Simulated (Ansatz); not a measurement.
# C4H6: small, medium and large basis sets

An exercise on one series of results from a longer session: the logs are not shown, and one member is left open.

The runs use Ansatz 0.2.0, Gaussian basis; one geometry, several basis sets.

Plan: PBE0-D4/def2-SVP; ωB97M-V/def2-SVP; PBE0-D4/def2-QZVPP; ωB97M-V/def2-QZVPP; the functionals' def2-TZVPP values are taken from earlier runs.

## The geometry

All runs share one geometry, relaxed beforehand with PBE0-D4 in a triple-zeta def2 set.

SMILES `C#CCC`, 10 atoms, charge 0, spin multiplicity 1.

Atoms are counted from 1 here; the program's logs count them from 0.

Bond lengths: C1–C2 1.201 Å, C1–H5 1.064 Å, C2–C3 1.453 Å, C3–C4 1.526 Å, C3–H6 1.095 Å, C3–H7 1.095 Å, C4–H8 1.092 Å, C4–H9 1.091 Å, C4–H10 1.091 Å. Angles: C2–C1–H5 179.6°, C1–C2–C3 178.9°, C2–C3–C4 112.9°, C2–C3–H6 108.8°, C2–C3–H7 108.8°, C4–C3–H6 110.0°, C4–C3–H7 110.0°, H6–C3–H7 106.2°, C3–C4–H8 110.4°, C3–C4–H9 110.8°, C3–C4–H10 110.8°, H8–C4–H9 108.4°, H8–C4–H10 108.4°, H9–C4–H10 107.9°.

Coordinates:

```
atom    x (Å)    y (Å)    z (Å)
  C1  -0.7051   1.6729  -1.3831
  C2  -0.0527   0.8840  -0.7558
  C3   0.7132  -0.0820   0.0140
  C4  -0.1670  -0.9964   0.8617
  H5  -1.2771   2.3750  -1.9418
  H6   1.3204  -0.6799  -0.6736
  H7   1.4188   0.4569   0.6550
  H8   0.4476  -1.7044   1.4212
  H9  -0.7576  -0.4160   1.5723
 H10  -0.8575  -1.5612   0.2331
```

The first run:

in.yaml

```yaml
crystal:
  periodic: [false, false, false]
  atoms:
    - {symbol: C, position_ang: [-0.705120, 1.672891, -1.383081]}
    - {symbol: C, position_ang: [-0.052710, 0.883968, -0.755842]}
    - {symbol: C, position_ang: [0.713204, -0.081951, 0.013991]}
    - {symbol: C, position_ang: [-0.167039, -0.996434, 0.861650]}
    - {symbol: H, position_ang: [-1.277070, 2.375036, -1.941814]}
    - {symbol: H, position_ang: [1.320419, -0.679944, -0.673641]}
    - {symbol: H, position_ang: [1.418807, 0.456898, 0.655013]}
    - {symbol: H, position_ang: [0.447580, -1.704386, 1.421245]}
    - {symbol: H, position_ang: [-0.757620, -0.416002, 1.572259]}
    - {symbol: H, position_ang: [-0.857451, -1.561176, 0.233119]}
basis:
  gaussian: {orbitals: def2-SVP}
hamiltonian: {xc: pbe0, dispersion: d4}
output: {orbitals: {seedname: orbitals}}
```

On the command line:

```sh
ansatz run in.yaml --threads 2 --pin off --events-out ev --progress --plain --max-ram 4352MiB
```

Steps of the session up to this table: PBE0-D4 in def2-SVP; ωB97M-V in def2-SVP; PBE0-D4 in def2-QZVPP; ωB97M-V in def2-QZVPP.

One of the session's tables, all rows but one given; the rest of the session is left out.

It belongs to the step «Density functionals: the series». 

| functional | basis | HOMO (eV) | LUMO (eV) |
| --- | --- | --- | --- |
| PBE0-D4 | def2-SVP | -7.59 | 1.37 |
| PBE0-D4 | def2-TZVPP | -7.66 | 0.96 |
| PBE0-D4 | def2-QZVPP | -7.68 | 0.59 |
| ωB97M-V | def2-SVP | ? | ? |
| ωB97M-V | def2-TZVPP | -9.94 | 2.55 |
| ωB97M-V | def2-QZVPP | -9.96 | 1.77 |

Q: Estimate the row for ωB97M-V, def2-SVP from the others.

The run gave: HOMO (eV): -9.87; LUMO (eV): 3.29. In the column «HOMO (eV)» it lies between ωB97M-V, def2-TZVPP (-9.94) and PBE0-D4, def2-QZVPP (-7.68).
